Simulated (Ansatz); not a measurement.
# BClSi: the cost of one run

The runs use Ansatz 0.2.0, Gaussian basis; def2-QZVPP, core rule «outside noble gas», up to 11 orbitals frozen.

The runs, in order: UHF; ROHF; CCSD(T) on UHF.

5 further runs of the same task are left out: 1 that didn't finish, 4 set aside as unsound or not needed. Runs told in other sessions of the task aren't counted.

## 1. The system

The geometry is a PBE0/def2-TZVP stationary point (not a proven minimum) of the parent state, kept for this charge and spin.

3 atoms, charge 1, spin multiplicity 2.

Atoms are counted from 1 here; the program's logs count them from 0.

Bond lengths: B1–Si2 1.913 Å, Si2–Cl3 2.063 Å. Angles: B1–Si2–Cl3 108.8°.

## 2. UHF

The input, in.yaml:

```yaml
crystal:
  periodic: [false, false, false]
  atoms:
    - {symbol: B, position_ang: [0.000000, -0.926286, 1.954475]}
    - {symbol: Si, position_ang: [0.000000, 0.557870, 0.746812]}
    - {symbol: Cl, position_ang: [0.000000, -0.159478, -1.187612]}
basis:
  gaussian: {orbitals: "def2-QZVPP.json"}
total_charge: 1
magnetization: {spin_polarized: true, initial_magnetization: 1}
hamiltonian: {xc: hf}
output: {orbitals: {seedname: orbitals}}
```

Launch:

```bash
ansatz run in.yaml --threads 1 --pin off --events-out ev --progress --plain --max-ram 2393MiB
```

Q: Estimate wall time and peak memory on 1 thread of Arm Neoverse V1, shared host.

About 66 s, with a peak of 0.54 GiB.
